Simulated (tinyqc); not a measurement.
Inside a calculation. Method: MP2 on RHF in the sto-3g basis, for OH-, spin multiplicity 1. The basis has no diffuse functions, so it cannot describe the extra electron: this is an exercise in the method, not the real anion. One step of it, computed by the program tinyqc.

Problem. Second-order Moller-Plesset energy. E2 = sum_ijab (ia|jb) [2 (ia|jb) - (ib|ja)] / (e_i + e_j - e_a - e_b) over occupied i, j and virtual a, b; the opposite-spin part is (ia|jb)^2 / denominator, the rest is same-spin, and SCS-MP2 scales them by 6/5 and 1/3.

orbital energies (hartree): MO1 -19.463373, MO2 -0.578929, MO3 0.077834, MO4 0.207804, MO5 0.207804, MO6 1.041206

Two-electron integrals over orbitals (pq|rs), unique and non-zero (hartree):
```
p,q,r,s,(pq|rs)
1,1,1,1,4.747124
2,1,1,1,-0.446684
2,1,2,1,0.065934
2,2,1,1,1.046355
2,2,2,1,-0.018098
2,2,2,2,0.735434
3,1,1,1,0.155044
3,1,2,1,-0.022678
3,1,2,2,0.008247
3,1,3,1,0.015124
3,2,1,1,-0.182925
3,2,2,1,0.006774
3,2,2,2,-0.060915
3,2,3,1,0.009614
3,2,3,2,0.127604
3,3,1,1,0.706856
3,3,2,1,-0.006197
3,3,2,2,0.581809
3,3,3,1,-0.000770
3,3,3,2,0.014966
3,3,3,3,0.620800
4,1,4,1,0.025958
4,2,4,1,0.034204
4,2,4,2,0.157194
4,3,4,1,-0.010915
4,3,4,2,-0.043691
4,3,4,3,0.031983
4,4,1,1,1.115350
4,4,2,1,-0.013031
4,4,2,2,0.767075
4,4,3,1,0.004544
4,4,3,2,-0.099838
4,4,3,3,0.563035
4,4,4,4,0.880159
5,1,5,1,0.025958
5,2,5,1,0.034204
5,2,5,2,0.157194
5,3,5,1,-0.010915
5,3,5,2,-0.043691
5,3,5,3,0.031983
5,4,5,4,0.047444
5,5,1,1,1.115350
5,5,2,1,-0.013031
5,5,2,2,0.767075
5,5,3,1,0.004544
5,5,3,2,-0.099838
5,5,3,3,0.563035
5,5,4,4,0.785270
5,5,5,5,0.880159
6,1,1,1,-0.120098
6,1,2,1,0.018354
6,1,2,2,-0.001975
6,1,3,1,0.006070
6,1,3,2,0.021350
6,1,3,3,-0.006317
6,1,4,4,-0.003372
6,1,5,5,-0.003372
6,1,6,1,0.026083
6,2,1,1,0.162745
6,2,2,1,-0.004326
6,2,2,2,0.085491
6,2,3,1,0.016341
6,2,3,2,0.047360
6,2,3,3,0.000754
6,2,4,4,0.089181
6,2,5,5,0.089181
6,2,6,1,0.022877
6,2,6,2,0.110044
6,3,1,1,0.302723
6,3,2,1,-0.004629
6,3,2,2,0.146605
6,3,3,1,-0.002761
6,3,3,2,-0.113047
6,3,3,3,0.001825
6,3,4,4,0.175237
6,3,5,5,0.175237
6,3,6,1,-0.009116
6,3,6,2,0.024218
6,3,6,3,0.181497
6,4,4,1,0.008012
6,4,4,2,0.032628
6,4,4,3,0.013501
6,4,6,4,0.037993
6,5,5,1,0.008012
6,5,5,2,0.032628
6,5,5,3,0.013501
6,5,6,5,0.037993
6,6,1,1,0.942507
6,6,2,1,-0.011485
6,6,2,2,0.674943
6,6,3,1,0.011275
6,6,3,2,0.008066
6,6,3,3,0.620094
6,6,4,4,0.668425
6,6,5,5,0.668425
6,6,6,1,0.009053
6,6,6,2,0.080466
6,6,6,3,0.069047
6,6,6,6,0.709922
```

Hartree-Fock energy = -74.05796637 hartree

Give: Terms; Pair energies; MP2 correlation energy; SCS-MP2 correlation energy; MP2 total energy.

Solution.

Terms:
```
i,j,a,b,(ia|jb),(ib|ja),denominator,term
3,3,6,6,0.1815,0.1815,-1.9267,-0.0171
2,2,6,6,0.1100,0.1100,-3.2403,-0.0037
5,5,6,6,0.0380,0.0380,-1.6668,-0.0009
4,4,6,6,0.0380,0.0380,-1.6668,-0.0009
2,3,6,6,0.0242,0.0242,-2.5835,-2.27e-04
3,2,6,6,0.0242,0.0242,-2.5835,-2.27e-04
1,2,6,6,0.0229,0.0229,-22.1247,-2.37e-05
2,1,6,6,0.0229,0.0229,-22.1247,-2.37e-05
1,1,6,6,0.0261,0.0261,-41.0092,-1.66e-05
3,1,6,6,-0.0091,-0.0091,-21.4680,-3.87e-06
1,3,6,6,-0.0091,-0.0091,-21.4680,-3.87e-06
```

Pair energies (hartree; pair i-j sums ij and ji):
```
pair,opposite spin,same spin
1-1,-1.66e-05,0.0000
2-1,-4.73e-05,0.0000
2-2,-0.0037,0.0000
3-1,-7.74e-06,0.0000
3-2,-4.54e-04,0.0000
3-3,-0.0171,0.0000
4-4,-0.0009,0.0000
5-5,-0.0009,0.0000
```

MP2 correlation energy = -0.023092 hartree

SCS-MP2 correlation energy = -0.027710 hartree

MP2 total energy = -74.081058 hartree
